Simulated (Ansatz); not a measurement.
# Several solutions for singlet PN

```xyz
2

P     0.0000    0.0000    0.0000
N     0.0000    0.0000    2.9800
```

Basis set: 6-31G (spherical functions). Charge 0, multiplicity 1.

PBE0 (unrestricted) was run from several starts with Ansatz (development build ahead of 0.2.0).

```tsv
run	program	start	converged	energy (hartree)	<S²>
A	Ansatz	search for the lowest state	yes	-395.64349	2.83
B	Ansatz	atomic start, no search	yes	-395.56746	2.70
C	Ansatz	stability test followed	yes	-395.56746	2.70
```

**Question.** Which runs reached the lowest solution of this kind, and what is wrong with the others?

**Answer.** A reached the lowest solution found. Converged but too high: B by 2.07 eV, C by 2.07 eV. Convergence only shows a stationary point, and even a stable one can lie too high; stability tests and further starts are what find lower ones. Caution: the unrestricted determinant is a mixture of spin states.
